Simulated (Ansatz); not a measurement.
Results of PBE-D4 (Ansatz, a program for electronic structure, plane waves, PAW) for HfO2 (P2₁/c, No. 14).

Settings: plane-wave cutoff 520 eV, 8×8×8 k mesh, Fermi–Dirac smearing 0.01 eV, scalar-relativistic PAW data made under PBE.

Properties against volume:

Shape and atoms are relaxed at each volume.

```
V (Å³/atom)  P (GPa)  direct gap at Γ (eV)  smallest gap on the k mesh (eV)
-----------  -------  --------------------  -------------------------------
11.186          6.74                 4.542                            4.275
11.419          3.46                 4.492                            4.109
11.652         -0.01                 4.513                            4.049
11.885         -3.71                 4.549                            4.054
12.118         -7.19                 4.568                            4.070
```

The fundamental gap (4.05 eV at the equilibrium volume, with added k points) lies elsewhere than Γ–Γ.

Measured, for comparison: band gap 5.7 eV (temperature not stated, no zero-point or thermal correction, our sources range from 5.70 to 5.84; as tabulated in Choudhary et al. (2018), arXiv:1804.01032).

Note: the relaxation could not lower the start's symmetry, so the cell can be a saddle point above a distorted one; the bulk modulus comes from volumes at which shape and atoms were relaxed.

Spin–orbit coupling is not included.
